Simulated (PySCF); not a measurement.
(chlorosilyl)methane, CH5ClSi, SMILES C[SiH2]Cl, point group Cs.

Force field and properties: KT3/pcSseg-1 (PySCF, grid level 2). Vibrational terms come from second-order perturbation theory with semi-diagonal cubic constants, by steps of ±0.6 along the normal coordinates of each isotopologue. The parent has the commonest isotopes.

Equilibrium geometry (Å):

| atom | x | y | z |
| --- | --- | --- | --- |
| C1 | -0.9942 | -0.1309 | -0.0638 |
| Si2 | 0.8211 | 0.2302 | 0.1089 |
| Cl3 | 1.9246 | -1.1901 | -0.9145 |
| H4 | -1.3020 | -0.1113 | -1.1062 |
| H5 | -1.2424 | -1.1068 | 0.3459 |
| H6 | -1.5735 | 0.6186 | 0.4738 |
| H7 | 1.1598 | 1.5471 | -0.4644 |
| H8 | 1.2429 | 0.1808 | 1.5221 |

An isotope shift is δ(isotopologue) − δ(parent), that is, the negative of the change in the averaged GIAO shielding; n counts bonds from the nearest label (0: the labelled atom itself). These are computed values; those of heavy atoms are rounded to 5 ppb, about the numerical noise.

Question: What isotope shifts arise with ¹³C at 1?

Answer: 
```json
{"nucleus": "C1", "n": "0", "0 K (ppb)": "-10", "250 K (ppb)": "-10"}
{"nucleus": "Si2", "n": "1", "0 K (ppb)": "-5", "250 K (ppb)": "0"}
{"nucleus": "H4", "n": "1", "0 K (ppb)": "-2", "250 K (ppb)": "-2"}
{"nucleus": "H5", "n": "1", "0 K (ppb)": "-2", "250 K (ppb)": "-2"}
{"nucleus": "H6", "n": "1", "0 K (ppb)": "-2", "250 K (ppb)": "-2"}
{"nucleus": "Cl3", "n": "2", "0 K (ppb)": "-30", "250 K (ppb)": "-25"}
{"nucleus": "H7", "n": "2", "0 K (ppb)": "0", "250 K (ppb)": "0"}
{"nucleus": "H8", "n": "2", "0 K (ppb)": "0", "250 K (ppb)": "0"}
```

A mode lies under 250 cm⁻¹, where this perturbation treatment is rough. Internal rotors are held in one well.
